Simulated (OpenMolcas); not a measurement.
**How basis sets differ on C2H7P (dimethylphosphine)**

C2H7P has 10 atoms, charge 0, and is taken as a singlet. SMILES: `CPC`. The shape is that of a PBE0-D4/def2-TZVP optimisation.

Quantity: the dipole moment, in D. The values are calculated.

```
                        level           kind     program  value (D)  CPU time
               APF/def2-SV(P)  global hybrid  OpenMolcas       1.31     6.3 s
                 APF/def2-SVP  global hybrid  OpenMolcas       1.32     9.3 s
                APF/def2-TZVP  global hybrid  OpenMolcas       1.34      37 s
APF/def2-TZVPP (RICD fitting)  global hybrid  OpenMolcas       1.33      36 s
```

The values span 1.31 to 1.34 D. Magnitudes only. CPU times are rough (shared hosts, several kinds of processor and program).
